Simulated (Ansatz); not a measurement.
Molecule (SMILES): [CH2]Cl (CH2-Cl), doublet.
Atoms: C1, Cl2, H3, H4. Bonds: C1-Cl2, C1-H3, C1-H4.

Basis-set convergence of the optimised C1-Cl2 bond length at B3LYP with Ansatz (a first-principles code). Cartesian d functions, on some or all atoms, in 6-31G*, 6-31+G*, 6-311G**, 6-311+G**; all else is spherical. The program fits the integrals of some runs and decomposes those of others, by size. Open shells are unrestricted. No added dispersion term, no relativity. Reference: the value in def2-QZVPPD, 1.6973 Å, itself unsure by roughly 0.0001 Å (its mean distance from pcseg-3, def2-QZVPP, cc-pV(Q+d)Z). Deviations are taken from unrounded values.

| basis | functions | optimised C1-Cl2 bond length (Å) |
|---|---|---|
| 6-31G* | 38 | 1.7140 |
| 6-31+G* | 46 | 1.7143 |
| def2-SVP | 42 | 1.7080 |
| def2-SVPD | 63 | 1.7130 |
| cc-pV(D+d)Z | 47 | 1.7056 |
| aug-cc-pV(D+d)Z | 73 | 1.7063 |
| 6-311G** | 57 | 1.7160 |
| 6-311+G** | 65 | 1.7142 |
| def2-TZVP | 80 | 1.6980 |
| def2-TZVPD | 101 | 1.6983 |
| pcseg-2 | 92 | 1.7021 |
| aug-pcseg-2 | 142 | 1.7010 |
| cc-pV(T+d)Z | 97 | 1.6986 |
| aug-cc-pV(T+d)Z | 147 | 1.6986 |
| def2-TZVPP | 101 | 1.6979 |
| def2-TZVPPD | 122 | 1.6981 |
| def2-QZVPP | 187 | 1.6973 |
| def2-QZVPPD | 208 | 1.6973 |

What the diffuse functions change, pair by pair:
- 6-31G* to 6-31+G*: 8 more functions, deviation 0.0168 to 0.0170 Å
- def2-SVP to def2-SVPD: 21 more functions, deviation 0.0107 to 0.0158 Å
- cc-pV(D+d)Z to aug-cc-pV(D+d)Z: 26 more functions, deviation 0.0083 to 0.0090 Å
- 6-311G** to 6-311+G**: 8 more functions, deviation 0.0187 to 0.0169 Å
- def2-TZVP to def2-TZVPD: 21 more functions, deviation 0.0007 to 0.0010 Å
- pcseg-2 to aug-pcseg-2: 50 more functions, deviation 0.0048 to 0.0038 Å
- cc-pV(T+d)Z to aug-cc-pV(T+d)Z: 50 more functions, deviation 0.0013 to 0.0013 Å
- def2-TZVPP to def2-TZVPPD: 21 more functions, deviation 0.0006 to 0.0008 Å
- def2-QZVPP to def2-QZVPPD: 21 more functions, deviation 0.0000 to 0.0000 Å

Leaving out the reference's own pair, they bring the value nearer the reference by more than 0.0001 Å in 2 of 8 pairs.
